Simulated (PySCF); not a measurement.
## Detachment energy (adiabatic, 0 K with zero-point energy, eV)

These are calculated values, ωB97X-D3(BJ)/ma-def2-TZVP in PySCF (grid level 2) at geometries from PBE0-D3(BJ)/ma-def2-SVP. The prefix ma- adds one diffuse s and one diffuse p function on all atoms but H. Zero-point energies come from unscaled PBE0-D3(BJ)/ma-def2-SVP harmonic frequencies.

```jsonl
{"molecule": "C[NH-] ([CH4N]-)", "value": "0.36"}
{"molecule": "hydroperoxide ion, [O-]O ([HO2]-)", "value": "0.92"}
{"molecule": "methoxide, C[O-] ([CH3O]-)", "value": "1.47"}
{"molecule": "[SiH2-]Cl ([ClH2Si]-)", "value": "1.88"}
{"molecule": "ethynol anion, C#C[O-] ([C2HO]-)", "value": "2.26"}
{"molecule": "[BH3-]Cl ([BClH3]-)", "value": "3.81"}
```

Gas phase, one low conformer a species, no spin-orbit coupling; the best conformer of a species may have been missed, which can turn small differences round.
